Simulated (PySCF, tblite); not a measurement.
**SiNH₃ (triplet), a cluster model of a defect: EPR parameters**

Aim: the EPR parameters of `N[SiH]`. It is drawn as: twofold Si.

Computed with tblite 0.8.0 and PySCF 2.14.0; each step states its level. No surroundings beyond the atoms listed, unless a continuum is named. Atoms count from 0, parts from 1.

## 1. Starting point

5 atoms, charge 0, multiplicity 3; geometry: distance geometry start.

## 2. Geometry optimisation with GFN2-xTB

What the job is given:

```
{"job": {"kind": "relax", "xc": "GFN2-xTB", "basis": "xTB"}, "charge": 0, "multiplicity": 3}
Si     0.804209     0.165660    -1.193427
N     -0.276425     0.538298     0.211710
H      1.835113    -0.074508    -2.160258
H      0.131275     1.133095     0.947852
H     -1.239036     0.777899    -0.044790
```

Level: GFN2-xTB geometry optimisation, gas phase.

Run with:

```bash
OMP_NUM_THREADS=1 python cluster_run.py task.json out
```

This one command runs all jobs of the session in turn.

**Question.** The jobs that follow are: PBE0-D3(BJ)/def2-SVP geometry optimisation, gas phase; UKS B3LYP, IGLO-III on N Si, pcH-1 on H, non-relativistic, mean-field spin-orbit, GIAO; UKS BHandHLYP, IGLO-III on N Si, pcH-1 on H, non-relativistic, mean-field spin-orbit, GIAO. Predict: point group; rotational constants (main isotopes); D, E (B3LYP); g(iso) (B3LYP); ⟨S²⟩; largest a(iso) (averaged by class).

As calculated:

| quantity | value |
| --- | --- |
| point group | Cs |
| rotational constants (main isotopes) | 161.66, 13.75, 13.64 GHz |
| D, E (B3LYP) | -8.167, -0.036 cm⁻¹ |
| g(iso) (B3LYP) | 2.00208 |
| ⟨S²⟩ | 2.003 (exact 2.00) |
| largest a(iso) (averaged by class) | 29Si on Si0, -465.4 MHz |

What this shows: The optimisation took 3 steps and gained 0.055 eV; among the close pairs (by a distance rule), Si0–H2 changed most, from 1.450 to 1.508 Å (PBE0/def2-SVP). Si0 carries the largest spin population, 1.71 e. The isotropic g lies 0.2 ppt below the free-electron value. The coupling of 29Si on Si0 runs from -496.4 (BHandHLYP/IGLO-III+pcH-1) to -465.4 MHz (B3LYP/IGLO-III+pcH-1). The triplet was assumed; the singlet may lie lower.
